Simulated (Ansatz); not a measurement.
A made-up structure of CH6NSi (charge -1), singlet:

```xyz
9
angstrom
C -0.4030 0.8537 -0.8259
N 0.3871 -0.2463 -0.3467
Si -0.3336 -1.3025 0.9533
H -1.4266 0.5006 -1.0024
H -0.0233 1.2570 -1.7797
H -0.4891 -2.7129 1.0096
H 1.3359 0.0537 -0.1626
H 0.8478 -2.2919 1.0457
H 0.1052 -0.5359 2.2464
```

It is relaxed with PBE-D4/def2-SVPD and then PBE0-D4/def2-TZVPD (Ansatz 0.2.0). Atoms count as bonded within 1.22 times the sum of their covalent radii (H–H: 0.88 Å). The end point is not checked to be a true minimum.

Question: Does its bonding change? (Judge from chemistry; the calculation decides.)

Answer: Computed: Yes. Formed: C1–Si3; broken: none.

Where it ends: The first stage lowers the energy by 3.04 eV in 27 steps. It ends as CH₆NSi ([CH2]1[NH][SiH3]1), total charge -1:
C1  (-0.546, 0.245, -0.561)
N2  (0.696, -0.571, -0.680)
Si3  (0.000, -1.078, 0.809)
H4  (-1.211, 0.172, -1.436)
H5  (-0.383, 1.303, -0.301)
H6  (-1.133, -2.088, 0.824)
H7  (1.577, -0.152, -0.952)
H8  (1.100, -2.054, 1.384)
H9  (-0.100, -0.201, 2.051)
(Å)

Labels in which every atom is bracketed show which atoms are joined, not bond orders.

For scale, one of the runs: PBE0-D4/def2-TZVPD relaxation, 171 basis functions, launched by `ansatz run in.yaml --threads 2 --pin off --events-out ev --progress --plain --max-ram 4352MiB`. The run took about 32 s on 2 CPU threads of an Arm Neoverse V2 (shared host).
